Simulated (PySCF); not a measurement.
Below is a simulated gas-phase P 2p photoelectron spectrum of `c1cc[p-]c1`.

Every computed line was given a Gaussian of 0.8 eV full width at half maximum and an area set by the number of equivalent atoms (split 2:1 within a doublet); the highest printed point is 100. Theory: PySCF 2.14.0, delta-SCF UKS SCAN, pcX-2 on the ionised atom, pcseg-1 elsewhere, spin-free X2C.

binding energy (eV), intensity and a bar:
```
    128.3          0 
    128.4          1 
    128.5          3 #
    128.6          5 ##
    128.7         10 ###
    128.8         19 ######
    128.9         31 #########
    129.0         46 ##############
    129.1         64 ###################
    129.2         80 ########################
    129.3         93 ############################
    129.4        100 ##############################
    129.5         99 ##############################
    129.6         91 ###########################
    129.7         80 ########################
    129.8         69 #####################
    129.9         60 ##################
    130.0         56 #################
    130.1         54 ################
    130.2         54 ################
    130.3         53 ################
    130.4         49 ###############
    130.5         43 #############
    130.6         34 ##########
    130.7         25 ########
    130.8         17 #####
    130.9         11 ###
    131.0          6 ##
    131.1          3 #
    131.2          2 
    131.3          1 
    131.4          0 
    131.5          0
```

Question: Count the maxima, the lines and the sites behind this envelope.

Answer: The curve has 1 maximum (at 129.4 eV). Under it lie 2 lines from 1 inequivalent phosphorus site, drawn as a 2p3/2, 2p1/2 pair. At this width some lines have no maximum of their own.

Question: Decompose the envelope and assign each component. Numbering: `[cH:1]1[cH:2][cH:3][p-:4][cH:5]1`.

Answer: 
```json
{"position (eV)": "129.42", "relative area": "0.67", "line": "P 2p3/2", "atoms": "P4", "environment": "phosphorus bonded to 2 C"}
{"position (eV)": "130.31", "relative area": "0.33", "line": "P 2p1/2", "atoms": "P4", "environment": "phosphorus bonded to 2 C"}
```

Question: What are the centre and the root-mean-square width of the whole band?

Answer: The area-weighted mean of the lines is 129.72 eV. Their own spread about it is 0.42 eV (rms) and each Gaussian has σ = 0.8/2.355 = 0.34 eV; the variances add, which gives 0.54 eV.

The curve has no shake-up lines and no vibrational structure. Spin–orbit coupling isn't in the SCF: each 2p doublet comes from a relaxed spin-free hole plus a matrix of the shell (mean-field spin–orbit coupling and the ground-state 2p splitting), with 2p3/2 averaged over its two sublevels. 2p1/2 minus 2p3/2 (ligand field included): P 0.89 eV. The species carries charge -1, so core ionisation leaves a neutral species. The basis sets have no added diffuse functions. Geometry: PBE0-D3(BJ)/def2-SVP; no solvent, vibrations or thermal averaging.
